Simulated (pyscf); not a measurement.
Optimised with ωB97X-D3(BJ)/def2-SVP in PySCF. Correlated levels are frozen-core, on RHF or UHF. ΔMP2 is the change of the MP2 total energy from the triple- to the quadruple-zeta basis.

**Question.** For `[CH3][Br]` + `[H]` [doublet] -> `[CH4]` + `[Br]` [doublet], a substitution at C (doublet surface; Br–C broken, C–H formed), PBE/def2-TZVP gives ΔE‡ = 0.31 eV and ΔE = -1.36 eV (zero: the separated reactants). In which direction and how far do PBE0-D3(BJ)/def2-TZVP, ωB97M-D3(BJ)/def2-TZVP, CCSD(T)/def2-TZVPP + ΔMP2(QZVPP) move these?

**Answer.** PBE0-D3(BJ): ΔE‡ = 0.44 eV, ΔE = -1.42 eV; ωB97M-D3(BJ): ΔE‡ = 0.58 eV, ΔE = -1.63 eV; CCSD(T): ΔE‡ = 0.57 eV, ΔE = -1.53 eV. PBE's barrier lies under all of them, by 0.13 to 0.27 eV. Its reaction energy lies over all of them, by 0.06 to 0.27 eV. Low barriers are usual for a GGA, whose delocalisation error favours stretched bonds. The same reactants have a lower exit, to CH₃• + HBr (barrier +0.33 eV at ωB97M-D3(BJ)/def2-TZVP, against +0.58 eV here). This is the saddle that the search found; another between the same sides may lie lower. The angle at the attacked C is 180°. The CCSD(T) − MP2 part came from Ansatz, without density fitting, on the same reference. The frozen core leaves the outer d or s,p core shells of the metals and heavy elements correlated in the MP2 and CC values, and def2-TZVPP describes them poorly, which can shift differences by a few kcal/mol. Left out: the spin-orbit lowering of Br, which is large for Br, Se, Te and I. Elements up to Kr have no core potential and no relativistic terms here.
